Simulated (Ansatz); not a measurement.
C4H6S can be A, `C=CC(C)=S`, or B, `CCC1=CS1`.

Computed with Ansatz on PBE0-D4/def2-TZVP structures; ΔE is electronic, products minus reactants. CCSD(T)/CBS is the MP2 limit (def2-TZVPP, def2-QZVPP) plus CCSD(T) − MP2 in def2-TZVPP, frozen cores. Functionals use def2-TZVPP. B3LYP here is the variant with VWN-RPA as its local correlation; programs differ in this. Each species was taken in one conformer, which may not be the lowest.

A:

Z-matrix (Å, degrees):
```
C
C 1 1.495
H 1 1.096 2 109.7
H 1 1.096 2 109.8 3 -116.6
H 1 1.087 2 111.6 3 121.6
C 2 1.467 1 114.2 3 58.9
S 2 1.627 1 121.8 3 -121.0
C 6 1.331 2 124.9 1 -180.0
H 6 1.088 2 115.7 1 0.1
H 8 1.085 6 120.3 2 -0.0
H 8 1.083 6 121.2 2 -180.0
```

B:

Z-matrix (Å, degrees):
```
C
C 1 1.521
H 1 1.092 2 111.0
H 1 1.091 2 110.4 3 -119.9
H 1 1.092 2 111.0 3 120.2
C 2 1.462 1 112.8 3 -60.1
H 2 1.096 1 111.1 3 61.3
H 2 1.096 1 111.1 3 178.5
S 6 1.842 2 136.8 1 180.0
C 6 1.275 2 153.8 1 0.0
H 10 1.074 6 152.2 2 -0.0
```

**Question.** Which is lower in electronic energy at CCSD(T)/CBS, and by how much? (Best estimate.)

**Answer.** Ansatz gave: A, by 129.5 kJ/mol.

**Question.** Give E(B) − E(A) in kJ/mol with B3LYP-D4, r2SCAN-D4, CCSD(T)/def2-TZVPP, B2PLYP, PBE-D4, B3LYP, ωB97M-V. (An estimate is asked.)

**Answer.** Computed: B3LYP-D4 139.7, r2SCAN-D4 133.0, CCSD(T)/def2-TZVPP 133.9, B2PLYP 134.5, PBE-D4 125.7, B3LYP 136.8, ωB97M-V 125.2. None reverses the order clearly.

Largest T1 diagnostic: 0.017.

In def2-TZVPP, CCSD(T) changes the Hartree–Fock value by −9.3 kJ/mol (the triples alone add +2.3 kJ/mol) and MP2 by −21.1 kJ/mol.
